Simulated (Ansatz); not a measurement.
For rock-salt PbS, PBE (Ansatz, an electronic-structure program, PAW) gives:

```
Property                              Value
-----------------------------  ------------
lattice constant a                  6.009 Å
bulk modulus                       52.8 GPa
cohesive energy                3.55 eV/atom
band gap at the measured cell       0.37 eV
```

Task: What does B3LYP (VWN-RPA form) in Ansatz (plane waves, PAW) give for the same quantities?

Result: 
- lattice constant a: 6.079 Å (goes up by 1.2 %)
- bulk modulus: 51.4 GPa (shrinks by 2.7 %)
- cohesive energy: 3.16 eV/atom (shrinks by 0.39 eV/atom)
- band gap at the measured cell: 1.31 eV (goes up by 0.94 eV)

For comparison: lattice constant a 5.914 Å (measured, 120 K, no zero-point or thermal correction; as tabulated in Noda, Masumoto, Ohba, Saito, Toriumi, Iwata, Shibuya, Acta Cryst. C 43, 1443 …); bulk modulus 60 GPa (measured, 300 K, no zero-point or thermal correction, K' fixed at 4.2, our sources range from 52.9 to 62.8; as tabulated in PbS at high pressure, J. Appl. Phys. 113 (4), abstract); band gap 0.37 eV (measured, temperature not stated, not corrected to a static lattice; as tabulated in Wikipedia's data pages).

Changes are worked out from the printed values.

Unless a cell is named, each level is at its own relaxed cell (PBE 27.12, B3LYP (VWN-RPA form) 28.08 Å³/atom).

Levels without +SOC leave out spin–orbit coupling, which shifts energies and cells of such heavy elements.

Levels without +SOC have no spin–orbit coupling; where heavier elements are present it shifts gaps, mostly down, and can invert bands. Density-functional gaps are differences of (generalised) Kohn–Sham levels.

Ansatz's density-functional and Hartree–Fock values are scalar-relativistic unless marked +SOC, with PAW data made under PBE.
